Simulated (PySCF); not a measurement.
**input.py for NaB⁻**

Input:

```python
from pyscf import gto, scf, cc

mol = gto.M(
    atom='Na 0 0 0; B 0 0 2.49',
    basis='jorge-dzp-dkh',
    charge=-1,
    spin=1,
    verbose=4,
)
mf = scf.ROHF(mol)
mf = mf.sfx2c1e()
mf = mf.density_fit(auxbasis='def2-universal-jkfit')
mf.kernel()
mycc = cc.CCSD(mf)
mycc.kernel()
mycc.ccsd_t()
mf.dip_moment()
print('orbital energies (hartree):', mf.mo_energy[..., max(0, mol.nelec[1]-3):mol.nelec[0]+3].round(4))
```

```bash
$ OMP_NUM_THREADS=1 python input.py
```

The log (some set-up lines and the per-cycle HOMO/LUMO lines with their warnings removed):

```
PySCF version 2.14.0

[INPUT] Symbol           X                Y                Z      unit          X                Y                Z       unit  Magmom
[INPUT]  1 Na     0.000000000000   0.000000000000   0.000000000000 AA    0.000000000000   0.000000000000   0.000000000000 Bohr   0.0
[INPUT]  2 B      0.000000000000   0.000000000000   2.490000000000 AA    0.000000000000   0.000000000000   4.705418050167 Bohr   0.0

nuclear repulsion = 11.688653253253
number of shells = 19
number of NR pGTOs = 73
number of NR cGTOs = 39
basis = jorge-dzp-dkh
ecp = {}

******** <class 'pyscf.df.df_jk.DFsfX2C1eROHF'> ********
method = DFsfX2C1eROHF
initial guess = minao
damping factor = 0
level_shift factor = 0
DIIS = <class 'pyscf.scf.diis.CDIIS'>
SCF conv_tol = 1e-09
SCF max_cycles = 50
num. doubly occ = 8  num. singly occ = 1

******** <class 'pyscf.x2c.sfx2c1e.SpinFreeX2CHelper'> ********
approx = 1e
xuncontract = 1
******** <class 'pyscf.df.df.DF'> ********
auxbasis = def2-universal-jkfit
init E= -186.433818324397

cycle= 1 E= -186.537381829473  delta_E= -0.104  |g|= 0.116  |ddm|= 0.983
cycle= 2 E= -186.555938097258  delta_E= -0.0186  |g|= 0.123  |ddm|= 0.549
cycle= 3 E= -186.566177816373  delta_E= -0.0102  |g|= 0.039  |ddm|= 0.19
cycle= 4 E= -186.569345544392  delta_E= -0.00317  |g|= 0.0178  |ddm|= 0.225
cycle= 5 E= -186.569619493267  delta_E= -0.000274  |g|= 0.0101  |ddm|= 0.161
cycle= 6 E= -186.570288067168  delta_E= -0.000669  |g|= 0.00302  |ddm|= 0.0986
cycle= 7 E= -186.570318124645  delta_E= -3.01e-05  |g|= 0.000639  |ddm|= 0.0239
cycle= 8 E= -186.57031899684  delta_E= -8.72e-07  |g|= 0.000123  |ddm|= 0.0035
cycle= 9 E= -186.570319064528  delta_E= -6.77e-08  |g|= 5.28e-05  |ddm|= 0.00133
cycle= 10 E= -186.570319075898  delta_E= -1.14e-08  |g|= 2e-05  |ddm|= 0.000564
cycle= 11 E= -186.570319077932  delta_E= -2.03e-09  |g|= 7.53e-06  |ddm|= 0.000318
cycle= 12 E= -186.570319078134  delta_E= -2.01e-10  |g|= 7.8e-07  |ddm|= 0.000106
Extra cycle  E= -186.570319078135  delta_E= -1.02e-12  |g|= 4.06e-07  |ddm|= 2.78e-06
converged SCF energy = -186.570319078135

WARN: RCCSD method does not support ROHF method. ROHF object is converted to UHF object and UCCSD method is called.

******** <class 'pyscf.cc.dfuccsd.UCCSD'> ********
CC2 = 0
CCSD nocc = (np.int64(9), np.int64(8)), nmo = (39, 39)
max_cycle = 50
direct = 0
conv_tol = 1e-07
conv_tol_normt = 1e-06
Init t2, MP2 energy = -0.140007432324275
Init E_corr(UCCSD) = -0.142157054161193
cycle = 1  E_corr(UCCSD) = -0.16054198491149  dE = -0.0183849308  norm(t1,t2) = 0.140434
cycle = 2  E_corr(UCCSD) = -0.169647544228436  dE = -0.00910555932  norm(t1,t2) = 0.0706292
cycle = 3  E_corr(UCCSD) = -0.173182231311635  dE = -0.00353468708  norm(t1,t2) = 0.0548841
cycle = 4  E_corr(UCCSD) = -0.178396823526841  dE = -0.00521459222  norm(t1,t2) = 0.0367484
cycle = 5  E_corr(UCCSD) = -0.178196774546603  dE = 0.00020004898  norm(t1,t2) = 0.0222201
cycle = 6  E_corr(UCCSD) = -0.179307370793459  dE = -0.00111059625  norm(t1,t2) = 0.014862
cycle = 7  E_corr(UCCSD) = -0.179091841419439  dE = 0.000215529374  norm(t1,t2) = 0.0111909
cycle = 8  E_corr(UCCSD) = -0.179814189105602  dE = -0.000722347686  norm(t1,t2) = 0.00832425
cycle = 9  E_corr(UCCSD) = -0.179963992525092  dE = -0.000149803419  norm(t1,t2) = 0.00577007
cycle = 10  E_corr(UCCSD) = -0.180311896890789  dE = -0.000347904366  norm(t1,t2) = 0.00374187
[11 cycles left out]
cycle = 22  E_corr(UCCSD) = -0.180469202406696  dE = 1.08675335e-06  norm(t1,t2) = 3.41344e-05
cycle = 23  E_corr(UCCSD) = -0.180468418275867  dE = 7.84130828e-07  norm(t1,t2) = 2.31529e-05
cycle = 24  E_corr(UCCSD) = -0.180467957098872  dE = 4.61176995e-07  norm(t1,t2) = 1.85098e-05
cycle = 25  E_corr(UCCSD) = -0.180467385888633  dE = 5.71210239e-07  norm(t1,t2) = 1.53925e-05
cycle = 26  E_corr(UCCSD) = -0.180466937495381  dE = 4.48393252e-07  norm(t1,t2) = 1.15155e-05
cycle = 27  E_corr(UCCSD) = -0.180466634946707  dE = 3.02548673e-07  norm(t1,t2) = 5.2802e-06
cycle = 28  E_corr(UCCSD) = -0.180466628008562  dE = 6.93814506e-09  norm(t1,t2) = 2.79628e-06
cycle = 29  E_corr(UCCSD) = -0.180466648623846  dE = -2.06152839e-08  norm(t1,t2) = 1.731e-06
cycle = 30  E_corr(UCCSD) = -0.180466665533979  dE = -1.69101333e-08  norm(t1,t2) = 1.03742e-06
cycle = 31  E_corr(UCCSD) = -0.180466695261659  dE = -2.97276798e-08  norm(t1,t2) = 7.05958e-07
UCCSD converged
E(UCCSD) = -186.7507857733964  E_corr = -0.1804666952616592
UCCSD(T) correction = -0.00843095014744461
Dipole moment(X, Y, Z, Debye):  0.00000,  0.00000, -2.03423
orbital energies (hartree): [-1.3126 -0.3181  0.0051  0.0894  0.1563  0.1733  0.1744]
```

In short: E(SCF) = -186.570319 Eh, 12 cycles, E(CCSD) − E(SCF) = -0.18047 Eh, (T) = -0.00843 Eh.

Hardware: Intel Xeon Platinum 8559C, 1 thread, shared host. Wall time 8.1 s.

The basis has no diffuse functions, which an anion needs. The bond length is a typed value, not an optimised one. The dipole of an ion depends on the origin. No search for the lowest solution was made.
